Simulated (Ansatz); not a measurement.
**Zinc-blende AlP: LO(Γ) frequency by level of theory**

No measured value is used here.

```
level (code)         value (cm⁻¹)  cell (Å³/atom)
-------------------  ------------  --------------
LDA (Ansatz)                  [?]           20.05
BLYP (Ansatz)                 [?]           21.50
PBE (Ansatz)                  482           20.88
revPBE (Ansatz)               479           21.19
RPBE (Ansatz)                 477           21.29
PBE-D3(BJ) (Ansatz)           497           20.26
```

What belongs in the gaps?


- LDA (Ansatz, a quantum-chemistry and plane-wave program), value (cm⁻¹): 494
- BLYP (Ansatz), value (cm⁻¹): 472

PBE-D3(BJ): the dispersion coefficients are held fixed in the derivatives. Each level is taken at its own relaxed cell. Ansatz's density-functional and Hartree–Fock values are scalar-relativistic unless marked +SOC, with PAW data made under PBE.
